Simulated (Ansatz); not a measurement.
**CH3AlN radical (SMILES [CH]1[NH][AlH]1): one structure at several levels**

Aim: energy, forces and dipole at a frame of a short trajectory, from CCSD(T) and from density functionals.

Method: single points in def2-TZVPP; program: Ansatz 0.2.0, Gaussian basis.

Correlated methods freeze the cores. Orbitals are unrestricted.

**1. The starting structure**

SMILES `[CH]1[NH][AlH]1`, 6 atoms, charge 0, spin multiplicity 2.

Atoms are counted from 1 here; the program's logs count them from 0.

Bond lengths: C1–N2 1.300 Å, C1–Al3 2.210 Å, C1–H4 1.124 Å, N2–Al3 2.207 Å, N2–H5 1.075 Å, Al3–H6 1.653 Å. Angles: N2–C1–Al3 72.8°, N2–C1–H4 120.0°, Al3–C1–H4 154.7°, C1–N2–Al3 73.0°, C1–N2–H5 128.3°, Al3–N2–H5 149.4°, C1–Al3–N2 34.2°, C1–Al3–H6 108.4°, N2–Al3–H6 102.7°.

As a file:

```
C    -0.4155   -0.8762   -0.2944
N     0.2626    0.1441   -0.7305
Al    0.6573   -0.0144    1.4354
H    -1.3248   -1.2277   -0.8537
H     0.0662    0.7546   -1.5933
H    -0.2610    1.2083    2.0629
```

**2. PBE-D4/def2-TZVPP**

Input file run/in.yaml:

```yaml
crystal:
  periodic: [false, false, false]
  atoms:
    - {symbol: C, position_ang: [-0.415492, -0.876153, -0.294388]}
    - {symbol: N, position_ang: [0.262642, 0.144089, -0.730510]}
    - {symbol: Al, position_ang: [0.657276, -0.014364, 1.435364]}
    - {symbol: H, position_ang: [-1.324776, -1.227732, -0.853712]}
    - {symbol: H, position_ang: [0.066172, 0.754611, -1.593316]}
    - {symbol: H, position_ang: [-0.261017, 1.208305, 2.062887]}
basis:
  gaussian: {orbitals: def2-TZVPP}
magnetization: {spin_polarized: true, initial_magnetization: 1}
hamiltonian: {xc: pbe, dispersion: d4}
output: {forces: true}
```

The run is started by

```bash
> ansatz run in.yaml --threads 2 --pin off --events-out ev --progress --plain --max-ram 3481MiB
```

**3. r2SCAN-D4/def2-TZVPP**

Edit run/in.yaml of step 2 so:

```diff
@@ -12,3 +12,3 @@
 magnetization: {spin_polarized: true, initial_magnetization: 1}
-hamiltonian: {xc: pbe, dispersion: d4}
+hamiltonian: {xc: r2scan, dispersion: d4}
 output: {forces: true}
```

**4. PBE0-D4/def2-TZVPP**

Edit run/in.yaml of step 3 so:

```diff
@@ -12,3 +12,3 @@
 magnetization: {spin_polarized: true, initial_magnetization: 1}
-hamiltonian: {xc: r2scan, dispersion: d4}
-output: {forces: true}
+hamiltonian: {xc: pbe0, dispersion: d4}
+output: {forces: true, orbitals: {seedname: orbitals}}
```

**5. wB97M-V/def2-TZVPP**

Edit run/in.yaml of step 4 so:

```diff
@@ -12,3 +12,3 @@
 magnetization: {spin_polarized: true, initial_magnetization: 1}
-hamiltonian: {xc: pbe0, dispersion: d4}
-output: {forces: true, orbitals: {seedname: orbitals}}
+hamiltonian: {xc: {name: wB97M-V}}
+output: {forces: true}
```

**6. CCSD(T)/def2-TZVPP**

Edit run/in.yaml of step 5 so:

```diff
@@ -12,3 +12,4 @@
 magnetization: {spin_polarized: true, initial_magnetization: 1}
-hamiltonian: {xc: {name: wB97M-V}}
+correlation: {method: ccsd_t}
+scf: {omitted_lower_state_checks: [cluster_reference]}
 output: {forces: true}
```

(Steps that only read results are left out.)

**Question.** What will these runs give? Wanted: energy less free atoms, CCSD(T)/def2-TZVPP; RMS force component; RMS force error; HOMO and LUMO, PBE0-D4; T1 diagnostic.

The runs gave:

| quantity | value |
| --- | --- |
| energy less free atoms, CCSD(T)/def2-TZVPP | -1790.0 kJ/mol |
| RMS force component | 0.753 to 0.925 eV/Å over the methods |
| RMS force error | PBE-D4 0.271, r2SCAN-D4 0.299, PBE0-D4 0.349, wB97M-V 0.262 eV/Å |
| HOMO and LUMO, PBE0-D4 | -5.68 and -2.31 eV |
| T1 diagnostic | 0.020 |

In words: Against CCSD(T) the functionals' energies less atoms differ by -138.8 to -68.4 kJ/mol, PBE-D4 by -138.8 kJ/mol. CCSD(T) in triple zeta still lacks some correlation energy of the bonds, so part of these gaps is its own basis error and they don't rank the functionals. On forces the order runs from wB97M-V to PBE0-D4. Frozen-core CCSD(T) forces in triple zeta carry basis errors of their own, and this is one geometry, so small gaps rank nothing.
